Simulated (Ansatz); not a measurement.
A calculation with Ansatz (development build ahead of 0.2.0).

```yaml
crystal:
  periodic: [false, false, false]
  atoms:
    - { symbol: Mg, position_ang: [0.0, 0.0, 0.0] }
    - { symbol: O, position_ang: [0.0, 1.5864, 1.2173] }
    - { symbol: O, position_ang: [0.0, -1.5864, 1.2173] }
basis:
  gaussian: { orbitals: pcseg-2 }
total_charge: 1
magnetization:
  spin_polarized: true
  initial_magnetization: 3
hamiltonian:
  xc: pbe
```

The input is written out in the form of the current development build from the run's settings.

Output:

| Property | Result |
| --- | --- |
| Converged | yes |
| Total energy | -349.84122 hartree |
| Spin squared of the determinant | 3.764 |
| Stability test | minimum |

Caution: other spin multiplicities may lie lower.
